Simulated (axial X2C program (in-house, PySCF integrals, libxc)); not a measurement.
# NaB⁺: cheaper levels and CCSD(T), with spin–orbit coupling

Computed with an in-house all-electron X2C program for linear molecules (integrals from PySCF). Two-component (2c) means X2C with spin–orbit coupling and atomic mean-field two-electron Coulomb and Gaunt terms. Basis: Na dyall-cv3z [9s8p5d2f], B dyall-v3z [7s6p2d1f] (cores contracted in-house); Gaussian nuclei, density fitting, unrestricted open shells. Masses: Na 22.990 u, B 11.009 u.

State: Ω = 1/2 (⟨Sz⟩ = 0.50, ⟨Lz⟩ = 0.00 at HF); fragments Na+ + B.

| level | Re (Å) | ωe (cm⁻¹) | De (eV) |
| --- | --- | --- | --- |
| PBE0 | 2.843 | 210.9 | 0.618 |
| HF | 2.876 | 211.4 | 0.548 |
| MP2 | 2.839 | 213.3 | 0.558 |
| CCSD | 2.857 | 208.0 | 0.551 |
| BP86 | 2.900 | 191.9 | 0.572 |

Correlated methods: 11 electrons correlated (number of frozen shells: Na 1 s; B 1 s), 199 virtual spin orbitals or spinors in MP2, 90 natural virtuals in coupled cluster.

CCSD(T), same Hamiltonian and basis:

Re = 2.854 Å, ωe = 208.3 cm⁻¹, De = 0.55 eV; T1 = 0.009 (Lee–Taylor normalisation).

Problem. Give the differences from CCSD(T) in the columns below.

Solution. 

| level | ΔRe (Å) | Δωe (cm⁻¹) | ΔDe (eV) |
| --- | --- | --- | --- |
| PBE0 | -0.011 | 2.6 | 0.07 |
| HF | 0.022 | 3.1 | 0.00 |
| MP2 | -0.015 | 5.0 | 0.01 |
| CCSD | 0.003 | -0.3 | 0.00 |
| BP86 | 0.046 | -16.4 | 0.02 |

One determinant describes the state; a PBE0 search over occupations chose it and may have missed a lower one. De is counted from the lowest determinant-based energies of the atoms at the same level, without counterpoise correction. Density functionals use the spin component along the axis (collinear). Coupled cluster ran in a truncated set of natural virtual spinors; the MP2 energy of the rest was added. (T) has no such correction and the atoms are truncated less, which lowers De at CCSD(T) by a hundredth of an eV or more. In 2c an atomic determinant is not the ground J level, so De misses part of the atomic spin–orbit lowering. This holds for PBE0, MP2, CCSD, BP86, CCSD(T). The functionals have no current-density term, which raises determinants with orbital currents, atoms included.
